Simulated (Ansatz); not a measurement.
A nudged elastic band was laid between two geometries of BH3S + H2 (7 atoms, charge 0, multiplicity 1).

These are results of RKS PBE-D4/def2-SVP (Ansatz), not measurements.

```json
{
  "movable images": "7",
  "climbing image": "yes",
  "spring": "5.0 eV/Å²",
  "optimiser": "quadratic models (default)",
  "start path": "through a guess of the saddle point",
  "force threshold": "0.05 eV/Å",
  "iteration limit": "60",
  "end points": "relaxed"
}
```

Initial state:

```xyz
7
Properties=species:S:1:pos:R:3
B 0.092 -0.276 -1.188
S 0.994 1.060 -0.439
H -1.088 -0.182 -1.443
H 0.741 -1.274 -1.417
H -0.174 -0.457 2.138
H -0.549 -0.845 2.686
H -0.016 1.973 -0.337
```

Final state:

```xyz
7
Properties=species:S:1:pos:R:3
B -0.359 -0.682 -0.398
S 0.741 0.915 0.039
H -0.927 -0.279 -1.408
H 0.530 -1.494 -0.632
H 1.242 0.648 1.284
H -1.070 -0.920 0.566
H -0.156 1.813 0.550
```

Task: What changes between the two ends?

Result: Bonds broken: H5–H6. Bonds formed: B1–H6, S2–H5. BH3S + H2 becomes BH5S.

Task: What energy profile does the band end with?

Result: The run converged. The highest image is number 5 of 0 to 8, 0.66 eV above the first end and 0.52 eV above the last; the last end lies 0.14 eV above the first. A vibrational analysis at the climbing image gives one clearly imaginary mode, 429i cm⁻¹: a first-order saddle point. The orbitals stay closed-shell, which can raise the energy where a bond breaks towards radicals; this wasn't checked here.

```json
{"image": "0", "path coordinate (Å)": "0.00", "energy (eV)": "0.00", "H5–H6 (Å)": "0.77", "B1–H6 (Å)": "3.97", "S2–H5 (Å)": "3.21"}
{"image": "1", "path coordinate (Å)": "0.68", "energy (eV)": "0.00", "H5–H6 (Å)": "0.77", "B1–H6 (Å)": "3.53", "S2–H5 (Å)": "3.33"}
{"image": "2", "path coordinate (Å)": "1.36", "energy (eV)": "0.02", "H5–H6 (Å)": "0.77", "B1–H6 (Å)": "2.90", "S2–H5 (Å)": "3.18"}
{"image": "3", "path coordinate (Å)": "2.04", "energy (eV)": "0.13", "H5–H6 (Å)": "0.77", "B1–H6 (Å)": "2.26", "S2–H5 (Å)": "2.74"}
{"image": "4", "path coordinate (Å)": "2.72", "energy (eV)": "0.37", "H5–H6 (Å)": "0.82", "B1–H6 (Å)": "1.60", "S2–H5 (Å)": "2.26"}
{"image": "5", "path coordinate (Å)": "3.40", "energy (eV)": "0.66", "H5–H6 (Å)": "1.23", "B1–H6 (Å)": "1.28", "S2–H5 (Å)": "1.56"}
{"image": "6", "path coordinate (Å)": "4.02", "energy (eV)": "0.50", "H5–H6 (Å)": "1.85", "B1–H6 (Å)": "1.23", "S2–H5 (Å)": "1.37"}
{"image": "7", "path coordinate (Å)": "4.64", "energy (eV)": "0.20", "H5–H6 (Å)": "2.52", "B1–H6 (Å)": "1.22", "S2–H5 (Å)": "1.36"}
{"image": "8", "path coordinate (Å)": "5.26", "energy (eV)": "0.14", "H5–H6 (Å)": "2.88", "B1–H6 (Å)": "1.22", "S2–H5 (Å)": "1.37"}
```

Task: What is the geometry of the highest image?

Result: 
```xyz
7
Properties=species:S:1:pos:R:3
B -0.171 -0.593 -0.297
S 1.006 1.094 -0.003
H -1.157 -0.289 -0.932
H 0.627 -1.430 -0.664
H 0.214 0.105 0.907
H -0.509 -0.885 0.902
H -0.010 1.999 0.087
```

Task: What are the harmonic wavenumbers there?

Result: 429i, 355, 531, 606, 840, 906, 1015, 1063, 1089, 1238, 1683, 2213, 2518, 2608, 2632 cm⁻¹.

The band took 11 iterations and roughly 80 core-seconds.

Run time: 83 s on 1 thread of Arm Neoverse V1 (shared host), peak memory 0.099 GiB.
